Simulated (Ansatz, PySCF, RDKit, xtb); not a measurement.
# Solving CH2B−, step by step

Only the formula CH2B− is given (charge -1). Aim: find the structure of lowest free energy at 298.15 K, then its properties.

Plan: many cheap relaxations first (GFN2-xTB), then density-functional screening, relaxation at PBE0-D3(BJ)/def2-SVPD, vibrations and a final energy. The numbers are computed, not measured.

7 further runs of the same task are left out: 7 set aside as unsound or not needed.

### 1 Possible bonding patterns

All bonding patterns within simple valence rules are listed by program: one Lewis structure each, at most two rings and one unusual centre or charged pair. O–O, O–halogen and N–halogen bonds and N–N–N chains are not drawn. That gives 3 candidates.

| label | SMILES | spin |
| --- | --- | --- |
| c174 | [BH2-]=[C] | triplet |
| c327 | [BH2-]=[C] | singlet |
| c536 | [BH-]#C | singlet |

Candidates are built by distance geometry, with a force field where one applies, in up to four conformers (letters a to d). 16 starts with atoms placed at random are added, to find patterns that the rules miss.

**Question.** With final energies at CCSD(T)/def2-TZVPPD, which structure will this search put lowest in free energy, and by what margin?

| quantity | value |
| --- | --- |
| lowest structure found | [BH-]#C, singlet, C∞v |
| next finalist | [B][CH2] ‡, singlet, 16.8 kcal/mol higher in G |
| share at equilibrium, among the finalists | 100.0 % |
| harmonic wavenumbers, lowest and highest (PBE0-D3(BJ)/def2-SVPD) | 497 and 3356 cm⁻¹ |
| rotational constants, same geometry | 1.014 cm⁻¹ |
| HOMO energy (PBE0/def2-TZVPD) | 0.19 eV |
| LUMO energy (PBE0/def2-TZVPD) | 4.01 eV |
| HOMO–LUMO gap (to an unbound level, set by the basis) (PBE0/def2-TZVPD) | 3.82 eV |
| lowest excitation (TD-CAM-B3LYP/def2-SVPD) | 3.52 eV (f = 0.048) |
| lowest triplet excitation, same level, Tamm-Dancoff | 3.44 eV |
| vertical detachment energy | 1.86 eV |
| vertical triplet less singlet | +2.80 eV |

The lowest structure found is `[BH-]#C`. The margin of 16.8 kcal/mol over the next finalist is beyond the usual error of the last level; it says nothing of structures that weren't ranked. GFN2-xTB, HF/STO-3G, r2SCAN-D4/def2-SVPD, PBE0-D3(BJ)/def2-SVPD, HF/def2-TZVPPD and MP2/def2-TZVPPD already put its bonding pattern lowest among the structures in one piece. In an anion, excitations above the detachment energy lie in the continuum and hang on the basis, so they needn't be bound states. Lowest found is not proven lowest: the search is finite, and each finalist counts with one conformer.

‡ marks the bonded skeleton alone, with all bonds drawn single: no Lewis structure was assigned that passes a check against the bond lengths.
